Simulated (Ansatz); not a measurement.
We consider bcc Nb, described by LDA (PAW; Ansatz, a quantum-chemistry and plane-wave program).

A relaxed, unreconstructed slab of the (211) face has 12 atoms, two equal faces of 12.923 Å² each and an energy of -53306.7878 eV. A bulk cell of 6 atoms with the same orientation and in-plane k mesh has -26655.5912 eV. Energies are extrapolated to zero smearing.

Settings: plane-wave cutoff 500 eV, 12×20×1 k mesh (along the axes of the cell as run), Fermi–Dirac smearing 0.1 eV, scalar-relativistic PAW data made under PBE.

Worked out: γ = (E_slab − N E_bulk per atom)/2A = [-53306.7878 − 12 × (-26655.5912/6)]/(2 × 12.923) = 0.1700 eV/Å². With 16.022 J/m² per eV/Å² this is 2.72 J/m², or 2.20 eV per surface cell and face.
